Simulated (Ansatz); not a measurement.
CH$_{7}$NSi, closed shell: at the end structure of a reaction step.

in.yaml

```yaml
crystal:
  periodic: [false, false, false]
  atoms:
    - {symbol: Si, position_ang: [-0.211356, -1.378498, -0.034741]}
    - {symbol: H, position_ang: [-0.516242, 1.811928, -0.717964]}
    - {symbol: H, position_ang: [1.074738, -1.735921, -0.692570]}
    - {symbol: H, position_ang: [-0.505262, -2.301711, 1.091820]}
    - {symbol: H, position_ang: [-1.281706, -1.551480, -1.065303]}
    - {symbol: N, position_ang: [-0.070414, 0.201185, 0.619559]}
    - {symbol: C, position_ang: [0.316008, 1.351161, -0.169143]}
    - {symbol: H, position_ang: [-0.646671, 0.430889, 1.413227]}
    - {symbol: H, position_ang: [1.067479, 1.052671, -0.905214]}
    - {symbol: H, position_ang: [0.773426, 2.119772, 0.460229]}
basis:
  gaussian: {orbitals: STO-3G}
hamiltonian: {xc: hf}
```

Command:

```bash
ansatz run in.yaml --threads 2 --pin off --events-out ev --progress --plain --max-ram 4352MiB
```

Output of Ansatz 0.2.0:

```
Functional definition: HF
  name "HF"
  cite "Fock, Z. Phys. 61, 126 (1930) doi:10.1007/BF01340294"
  parent pbe
  exchange = exact_x
  correlation = 0
331 factors; integrals over basis functions are off by at most 3.5e-5 eV
mean field evaluation 1: about -10361.7145 eV, gradient 1.5e1 eV
mean field evaluation 2: about -10361.8420 eV, gradient 1.5e1 eV
mean field evaluation 4: about -10362.6738 eV, gradient 9.7e-1 eV
mean field evaluation 8: about -10362.6775 eV, gradient 8.5e-6 eV
mean field -10362.67754881 eV, -380.8213758438 hartree, gradient 5.1e-5 eV, S^2 0.000000; 0 other end points of the search recorded, 0 dependent functions left out
reference -10362.67754881 eV, -380.8213758438 hartree; 17, 17 occupied and 9, 9 virtual orbitals, 331 factors
Total energy: -10362.67754881 eV, -380.8213758438 hartree
```

The run took about 0.1 s on 2 CPU threads of an Arm Neoverse V2 (shared host).
